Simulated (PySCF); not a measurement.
## Basis and Hamiltonian dependence of the electron affinity of F

F⁻ [Ne] (1S) → F [He] 2s2 2p5 (2P). All values are computed (PySCF 2.14, energy differences of UHF-based or UKS calculations, no spin-orbit coupling). Values in eV.

```json
{"basis": "ANO-RCC-VTZP", "Hamiltonian": "spin-free X2C", "functions": "30", "UHF": "1.172", "r2SCAN": "3.299", "PBE0": "3.235", "MP2 (valence)": "3.587", "CCSD(T) (valence)": "3.246", "CCSD(T) (valence and next inner shell)": "3.250"}
{"basis": "def2-TZVPPD", "Hamiltonian": "non-relativistic", "functions": "40", "UHF": "1.189", "r2SCAN": "3.316", "PBE0": "3.246", "MP2 (valence)": "3.580", "CCSD(T) (valence)": "3.256", "CCSD(T) (valence and next inner shell)": "n/a"}
{"basis": "x2c-TZVPPall with one added diffuse shell each of s, p, d type", "Hamiltonian": "spin-free X2C", "functions": "40", "UHF": "1.178", "r2SCAN": "3.294", "PBE0": "3.226", "MP2 (valence)": "3.579", "CCSD(T) (valence)": "3.254", "CCSD(T) (valence and next inner shell)": "3.258"}
{"basis": "aug-cc-pVTZ", "Hamiltonian": "non-relativistic", "functions": "46", "UHF": "1.195", "r2SCAN": "3.312", "PBE0": "3.243", "MP2 (valence)": "3.640", "CCSD(T) (valence)": "3.312", "CCSD(T) (valence and next inner shell)": "n/a"}
{"basis": "aug-cc-pwCVTZ", "Hamiltonian": "non-relativistic", "functions": "59", "UHF": "1.195", "r2SCAN": "3.315", "PBE0": "3.243", "MP2 (valence)": "3.643", "CCSD(T) (valence)": "3.315", "CCSD(T) (valence and next inner shell)": "3.321"}
{"basis": "def2-QZVPPD", "Hamiltonian": "non-relativistic", "functions": "66", "UHF": "1.176", "r2SCAN": "3.308", "PBE0": "3.240", "MP2 (valence)": "3.655", "CCSD(T) (valence)": "3.326", "CCSD(T) (valence and next inner shell)": "3.332"}
{"basis": "dyall-av3z", "Hamiltonian": "non-relativistic", "functions": "71", "UHF": "1.179", "r2SCAN": "3.312", "PBE0": "3.242", "MP2 (valence)": "3.636", "CCSD(T) (valence)": "3.308", "CCSD(T) (valence and next inner shell)": "n/a"}
{"basis": "dyall-av3z", "Hamiltonian": "spin-free X2C", "functions": "71", "UHF": "1.166", "r2SCAN": "3.303", "PBE0": "3.232", "MP2 (valence)": "3.628", "CCSD(T) (valence)": "3.299", "CCSD(T) (valence and next inner shell)": "n/a"}
{"basis": "x2c-QZVPPall with one added diffuse shell each of s, p, d, f type", "Hamiltonian": "spin-free X2C", "functions": "73", "UHF": "1.163", "r2SCAN": "3.291", "PBE0": "3.225", "MP2 (valence)": "3.674", "CCSD(T) (valence)": "3.341", "CCSD(T) (valence and next inner shell)": "3.347"}
{"basis": "dyall-acv3z", "Hamiltonian": "non-relativistic", "functions": "76", "UHF": "1.178", "r2SCAN": "3.312", "PBE0": "3.242", "MP2 (valence)": "3.636", "CCSD(T) (valence)": "3.308", "CCSD(T) (valence and next inner shell)": "3.313"}
{"basis": "dyall-acv3z", "Hamiltonian": "spin-free X2C", "functions": "76", "UHF": "1.166", "r2SCAN": "3.303", "PBE0": "3.232", "MP2 (valence)": "3.628", "CCSD(T) (valence)": "3.299", "CCSD(T) (valence and next inner shell)": "3.304"}
{"basis": "aug-cc-pVQZ", "Hamiltonian": "non-relativistic", "functions": "80", "UHF": "1.180", "r2SCAN": "3.302", "PBE0": "3.237", "MP2 (valence)": "3.712", "CCSD(T) (valence)": "3.379", "CCSD(T) (valence and next inner shell)": "n/a"}
{"basis": "aug-cc-pVQZ with one added diffuse shell each of s, p, d, f, g type", "Hamiltonian": "non-relativistic", "functions": "105", "UHF": "1.180", "r2SCAN": "3.314", "PBE0": "3.243", "MP2 (valence)": "3.720", "CCSD(T) (valence)": "n/a", "CCSD(T) (valence and next inner shell)": "n/a"}
{"basis": "aug-cc-pwCVQZ", "Hamiltonian": "non-relativistic", "functions": "109", "UHF": "1.180", "r2SCAN": "3.304", "PBE0": "3.237", "MP2 (valence)": "3.713", "CCSD(T) (valence)": "n/a", "CCSD(T) (valence and next inner shell)": "n/a"}
```

Extrapolation of CCSD(T) (valence) from aug-cc-pVTZ and aug-cc-pVQZ: the correlation parts are 2.117 and 2.198 eV; with the X⁻³ form and unrounded values, (4³ × 2.198 − 3³ × 2.117)/(4³ − 3³) = 2.258 eV, and adding the Hartree-Fock value 1.180 eV of the larger basis gives 3.438 eV.

Extrapolation of MP2 (valence) from aug-cc-pwCVTZ and aug-cc-pwCVQZ: the correlation parts are 2.448 and 2.533 eV; with the X⁻³ form and unrounded values, (4³ × 2.533 − 3³ × 2.448)/(4³ − 3³) = 2.596 eV, and adding the Hartree-Fock value 1.180 eV of the larger basis gives 3.776 eV.

Frozen in the all-electron rows: valence and next inner shell: nothing; valence: 1s2.

In most of these bases the highest occupied level of the anion is positive at r2SCAN, so the basis helps to hold the electron.

Reference for a calculation without spin-orbit coupling: 3.401 eV (measured; photodetachment measurements, as compiled on the Wikipedia data page of electron affinities).
